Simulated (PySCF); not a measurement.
# Isomerisation enthalpies of C3H6Cl2

**Measured values to compare with.**

From CRC Handbook of Chemistry and Physics, for the gas at 298.15 K: enthalpy of formation of `CC(C)(Cl)Cl` -173.2 kJ/mol; enthalpy of formation of `ClCCCCl` (1,3-dichloropropane) -159.2 kJ/mol.

The results are set against them at the end.

Differences of these values give the isomerisation enthalpies. Geometries: PBE0-D3(BJ)/def2-SVP; runs in PySCF, gas phase, with a dispersion term only where the level names one. Total electronic energies (Eh):

| SMILES | PBE0-D3(BJ)/def2-SVP |
| --- | --- |
| CC(C)(Cl)Cl | -1037.52721 |
| ClCCCCl | -1037.52468 |

Geometry of `CC(C)(Cl)Cl` (Å):
```
atom  x, y, z in Å
C1     1.1180   -0.3135   -0.6128
C2    -0.0888    0.4770   -0.1572
C3    -0.9855   -0.2686    0.8063
Cl4    0.4807    1.9889    0.6389
Cl5   -1.0572    0.9320   -1.6075
H6     0.7880   -1.2307   -1.1222
H7     1.7261    0.2808   -1.3070
H8     1.7326   -0.5845    0.2584
H9    -1.3606   -1.1856    0.3284
H10   -1.8392    0.3568    1.0977
H11   -0.4160   -0.5380    1.7079
```

Geometry of `ClCCCCl` (Å):
```
atom  x, y, z in Å
Cl1    1.7042    1.3490    0.9030
C2     0.6769    0.9574   -0.5117
C3     0.1655   -0.4658   -0.4554
C4    -0.7310   -0.7628    0.7270
Cl5   -2.2279    0.2211    0.6892
H6     1.2898    1.1237   -1.4070
H7    -0.1567    1.6730   -0.5096
H8     1.0205   -1.1620   -0.4190
H9    -0.3808   -0.6708   -1.3921
H10   -0.2205   -0.5326    1.6721
H11   -1.0419   -1.8156    0.7345
```

Zero-point and thermal terms are left out, so the computed numbers are electronic energies.

**Comparison with experiment**

Relative to `CC(C)(Cl)Cl`, the lowest by measurement, in kJ/mol (measured: enthalpies at 298.15 K; computed: electronic energies):

| SMILES | measured | PBE0-D3(BJ)/def2-SVP |
| --- | --- | --- |
| CC(C)(Cl)Cl | 0.0 | 0.0 |
| ClCCCCl | 14.0 | 6.6 |

Measured values: -173.2 kJ/mol (298.15 K; CRC Handbook of Chemistry and Physics) for the first row; the others come from the same table. Unsigned miss: PBE0-D3(BJ)/def2-SVP 7.4 kJ/mol. One conformer stands for `ClCCCCl`, not necessarily the lowest, while the measurement averages over conformers. Where a level misses, the cause wasn't examined.
